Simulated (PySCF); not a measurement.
Compound: C5H10N (doublet state).
Geometry (GFN2-xTB, Å), atoms numbered from 1 in this order:
```
atom  x, y, z in Å
C1     2.4695   -0.9247   -0.3074
C2     1.3035   -0.5567   -1.0993
C3     0.1306   -0.0209   -1.0117
C4    -0.5292    0.5022    0.2705
C5    -1.6509   -0.4638    0.6769
N6    -0.9732    1.8600    0.0312
H7     3.3846   -0.7328   -0.8697
H8     2.5216   -0.3510    0.6257
H9     2.4365   -1.9870   -0.0620
H10   -0.5032    0.0917   -1.8835
H11    0.2242    0.5387    1.0646
H12   -2.4079   -0.5140   -0.1046
H13   -1.2497   -1.4618    0.8344
H14   -2.1248   -0.1283    1.5993
H15   -1.3218    2.2855    0.8829
H16   -1.7176    1.8718   -0.6587
```

The hyperfine couplings belong to this conformer and change with its torsions.

As a line formula: `C/[C]=C\[C@H](C)N` [radical].

Method used: UKS B3LYP, pcH-1 on C H N, non-relativistic, mean-field spin-orbit, GIAO in PySCF. Geometry: GFN2-xTB, one conformer, isolated molecule. Couplings are sensitive to structure, and on GFN2-xTB geometries they can be far from those on DFT ones. No stability test was run, so a lower SCF solution isn't excluded.

Principal values of hyperfine tensors in MHz (contact and dipolar terms together), for some of the nuclei:

```csv
atom,isotope,A1,A2,A3
C2,13C,192.86,213.06,415.70
H8,1H,118.84,122.38,131.91
H10,1H,102.34,103.13,120.06
H7,1H,53.66,54.79,73.22
C1,13C,11.59,12.94,25.25
C3,13C,-33.25,-13.27,2.14
H9,1H,2.40,4.22,19.47
H15,1H,5.48,5.96,8.86
```

Question: Give the isotropic coupling of each nucleus in MHz and in mT (g = 2.0023), and the anisotropic part.

Answer: a_iso = (A1 + A2 + A3)/3, Ti = Ai − a_iso; 1 mT corresponds to 28.024 MHz.

```
atom  a_iso (MHz)  a_iso (mT)      T1      T2      T3
  C2       273.88       9.773  -81.01  -60.81  141.82
  H8       124.38       4.438   -5.54   -2.00    7.53
 H10       108.51       3.872   -6.17   -5.38   11.55
  H7        60.56       2.161   -6.90   -5.77   12.66
  C1        16.59       0.592   -5.00   -3.65    8.65
  C3       -14.79      -0.528  -18.46    1.53   16.93
  H9         8.70       0.310   -6.30   -4.48   10.77
 H15         6.77       0.242   -1.29   -0.80    2.09
```

Question: What spin density at the nucleus of H7 lies behind its contact coupling (g_N = 5.58569)?

Answer: a_FC = 800.24 MHz bohr³ × g_N × ρ(0)/(2S). With a_FC = 60.56 MHz and 2S = 1, ρ(0) = 0.01355 bohr⁻³. In magnitude that is 4.3 % of the 1/π = 0.318 of a free hydrogen atom.

Question: C4 (13C, g_N = 1.40482) isn't in the table. Its spin density at the nucleus is 0.06856 bohr⁻³. What is its contact coupling?

Answer: By the same relation, a_FC = 77.1 MHz. Its full tensor has the principal values 68.00, 68.97, 94.24 MHz.

Question: Which nucleus of the table has the largest anisotropic coupling, and what is its form?

Answer: C2: -81.0, -60.8, 141.8 MHz, rhombic: the two smaller values differ by 14 % of the largest.

Question: What first-order splitting does C2 cause when the field lies along A1, A2 or A3 of its tensor (g taken as isotropic, no quadrupole term)?

Answer: 2 lines (I = 1/2), spaced by |A_i|/(g × 13.996): 6.88, 7.60, 14.83 mT along the axes of A1, A2 and A3.
